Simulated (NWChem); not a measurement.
**Correlation energy of H2Si**

```xyz
3

Si     0.0000     0.0000    -0.0951
H      1.2867     0.0000     0.6656
H     -1.2867     0.0000     0.6656
```
Charge 0, spin multiplicity 3.

All runs are NWChem calculations. The geometry was optimised at UB3LYP/def2-SVP, a minimum by its harmonic frequencies.

Basis set: 3-21G. Each correlation energy counts from its own Hartree-Fock reference.

The correlated methods keep 5 core orbitals frozen. This spin state was chosen for the runs; another may lie lower. The structure started from a generated list of species. The unpaired electrons of the parent sit in orbitals of symmetry a1 and b2 (C2v labels of the run); other states weren't searched. No SCF solution was tested for a lower state. Open-shell Hartree-Fock references start from PBE0 orbitals. Coupled-cluster values serve here as a point of comparison, not as the truth.

Order these methods by the correlation energy they give, lowest first: CCSD[T] on ROHF, CCSD[T] on UHF, UMP2, SCS-UMP2.

CCSD[T] on ROHF (-53.4 mHa), CCSD[T] on UHF (-52.2 mHa), SCS-UMP2 (-40.1 mHa), UMP2 (-36.1 mHa)
